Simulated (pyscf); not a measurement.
Structures and frequencies: ωB97X-D3(BJ)/def2-SVP in PySCF.

### Question
For the elementary gas-phase step [HN–Zr(Cl)(Cl)–Cl]• + hydrogen (H₂) → H₂N–Zr(Cl)(Cl)–Cl + H atom (H•) (doublet surface; H–H broken, H–N formed), what barrier and reaction energy does ωB97M-D3(BJ)/def2-TZVP give, measured from the separated reactants?

### Answer
ΔE‡ = 0.31 eV, ΔE = -0.45 eV. Zero-point energy shifts the barrier by 0.00 eV. It is a hydrogen abstraction, with an imaginary mode of 1048i cm⁻¹. One saddle was located; it need not be the lowest between these sides. The angle at the transferred H is 171°. Open-shell species with a d-block atom are single-reference here; other states, and whether the spin sits on metal or ligand, were not checked. Elements past Kr carry the def2 core potentials, without spin-orbit coupling.
